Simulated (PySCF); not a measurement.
## Computed spin Hamiltonian

Compound: NH3 (charge +1 and doublet state).
Z-matrix (Å and degrees, GFN2-xTB geometry), rows numbered from 1:
```
N 
H   1  1.0280
H   1  1.0280  2  119.98
H   1  1.0280  2  119.99  3  -179.97
```

Identity: `[NH3+]` [radical] (charge +1).

Computed, not measured: UKS B3LYP, pcH-1 on H N, non-relativistic, mean-field spin-orbit, GIAO (PySCF). Isolated species at its GFN2-xTB geometry, gas phase. Couplings are sensitive to structure, and on GFN2-xTB geometries they can be far from those on DFT ones, by a factor of two or more for some ions and for spin on atoms past the first row.

```json
{"g1, g2, g3": "2.00212, 2.00390, 2.00390", "g_iso": "2.00331", "Form of g": "axial", "⟨S²⟩": "0.7535 (exact 0.7500)", "α and β electrons": "5, 4", "HOMO–LUMO gap, α and β orbitals": "12.84, 10.03 eV", "Total energy": "-56.19476 Eh", "Basis functions": "55"}
```

Isotropic coupling and dipolar principal values T1 to T3, in 10⁻⁴ cm⁻¹ (1 × 10⁻⁴ cm⁻¹ = 2.998 MHz):

```csv
atom,isotope,a_iso,T1,T2,T3,Mulliken spin population
N1,14N,15.2,-16.6,-16.6,33.3,1.10
H2,1H,-25.8,-18.5,-4.8,23.3,-0.03
H3,1H,-25.8,-18.5,-4.8,23.3,-0.03
H4,1H,-25.8,-18.5,-4.8,23.3,-0.03
```

The largest Mulliken spin population is on N1 (+1.10). The angles at N1 add up to 360.0°, so it is planar; its axial dipolar tensor and the negative couplings of its protons fit spin in a p orbital normal to that plane.

Axes: g1 is normal to the molecular plane.

Under fast tumbling the dipolar parts average out, and these isotropic splittings remain: 3 × 1H (H2/H3/H4, I = 1/2, 4 lines) with 2.76 mT and 1 × 14N (N1, I = 1, 3 lines) with 1.63 mT.

β density exceeds α density at some nuclei, such as H2/H3/H4 (-0.0173), spin density in bohr⁻³. In a single determinant that takes different orbitals for the two spins, that is spin polarisation.
